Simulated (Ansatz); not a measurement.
**AlH₃OSi (SMILES O=[SiH][AlH2]): a rigid scan of the angle H5–Al3–Si2**

An exercise on one series of results from a longer session: the logs are not shown, and one member is left open.

The runs use Ansatz 0.2.0, Gaussian basis; single points in def2-TZVPP.

Levels: PBE-D4, r2SCAN-D4, PBE0-D4, B3LYP-D4, wB97M-V, Hartree-Fock, MP2, CCSD, CCSD(T). The scan takes 100.9, 105.4, 109.9, 114.4, 118.9, 123.4, 127.9, 132.4, 136.9°.

Cores are frozen in the correlated methods. B3LYP uses VWN-RPA correlation.

37 further runs of the same task are left out: 37 set aside as unsound or not needed.

### The system as given

The minimum, relaxed at PBE0-D4: SMILES `O=[SiH][AlH2]`, 6 atoms, charge 0, spin multiplicity 1.

Atoms are counted from 1 here; the program's logs count them from 0.

Bond lengths: O1–Si2 1.529 Å, Si2–Al3 2.462 Å, Si2–H4 1.503 Å, Al3–H5 1.583 Å, Al3–H6 1.583 Å. Angles: O1–Si2–Al3 112.5°, O1–Si2–H4 121.2°, Al3–Si2–H4 126.3°, Si2–Al3–H5 118.9°, Si2–Al3–H6 118.9°, H5–Al3–H6 122.0°.

Coordinates:

```xyz
6
AlH3OSi
O     0.4737   -2.0165    0.9416
Si   -0.3504   -1.1896   -0.0461
Al    0.2721    1.1921   -0.0292
H    -1.4083   -1.8278   -0.9024
H     1.4468    1.6825   -0.9702
H    -0.4338    2.1593    1.0063
```

Energies of the minimum (eV), from earlier single points: PBE-D4 -16561.11407, r2SCAN-D4 -16568.46025, PBE0-D4 -16562.27588, B3LYP-D4 -16572.48928, wB97M-V -16569.17084, CCSD(T) -16543.39699.

At the minimum the angle H5–Al3–Si2 is 118.9°.

Set-up of the first run:

Contents of ccsdt-tzvpp/in.yaml:

```yaml
crystal:
  periodic: [false, false, false]
  atoms:
    - {symbol: O, position_ang: [0.473679, -2.016522, 0.941619]}
    - {symbol: Si, position_ang: [-0.350447, -1.189630, -0.046075]}
    - {symbol: Al, position_ang: [0.272095, 1.192097, -0.029202]}
    - {symbol: H, position_ang: [-1.408288, -1.827763, -0.902376]}
    - {symbol: H, position_ang: [1.448396, 1.201543, -1.088538]}
    - {symbol: H, position_ang: [-0.433839, 2.159312, 1.006252]}
basis:
  gaussian: {orbitals: def2-TZVPP}
correlation: {method: ccsd_t}
```

The command line of these runs was not kept.

Steps of the session up to this table: H5–Al3–Si2 = 100.9°; H5–Al3–Si2 = 105.4°; H5–Al3–Si2 = 109.9°; H5–Al3–Si2 = 114.4°; H5–Al3–Si2 = 118.9°; H5–Al3–Si2 = 123.4°; H5–Al3–Si2 = 127.9°; H5–Al3–Si2 = 132.4°; H5–Al3–Si2 = 136.9°.

One of the session's tables, all rows but one given; the rest of the session is left out.

It belongs to the step «The curves». Energies less that of the minimum at the same level (eV):

| angle (°) | PBE-D4 | PBE0-D4 | B3LYP-D4 | wB97M-V | Hartree-Fock |
| --- | --- | --- | --- | --- | --- |
| 100.9 | 0.149 | 0.154 | 0.161 | 0.153 | 0.184 |
| 105.4 | 0.085 | 0.087 | 0.091 | 0.085 | 0.104 |
| 109.9 | 0.038 | 0.039 | 0.041 | 0.037 | 0.047 |
| 114.4 | 0.010 | 0.010 | 0.011 | 0.009 | 0.012 |
| 118.9 | 0.000 | 0.000 | 0.000 | 0.000 | 0.000 |
| 118.9 (minimum) | 0.000 | 0.000 | 0.000 | 0.000 | 0.000 |
| 123.4 | 0.008 | 0.009 | 0.009 | 0.010 | 0.011 |
| 127.9 | 0.035 | 0.038 | 0.038 | 0.041 | 0.044 |
| 132.4 | ? | ? | ? | ? | ? |
| 136.9 | 0.143 | 0.155 | 0.157 | 0.162 | 0.182 |

Estimate the missing values for angle (°) = 132.4.

Worked estimate for «PBE-D4». A straight line through the neighbours (127.9, 0.035) and (136.9, 0.143) gives 0.035 + (0.143 − 0.035) × (132.4 − 127.9) / (136.9 − 127.9) = 0.089; a parabola fitted to 3 rows on both sides gives 0.080.

The run gave: PBE-D4: 0.079; PBE0-D4: 0.087; B3LYP-D4: 0.087; wB97M-V: 0.091; Hartree-Fock: 0.101. In «PBE-D4» the line misses by +0.010 and the parabola by +0.001.
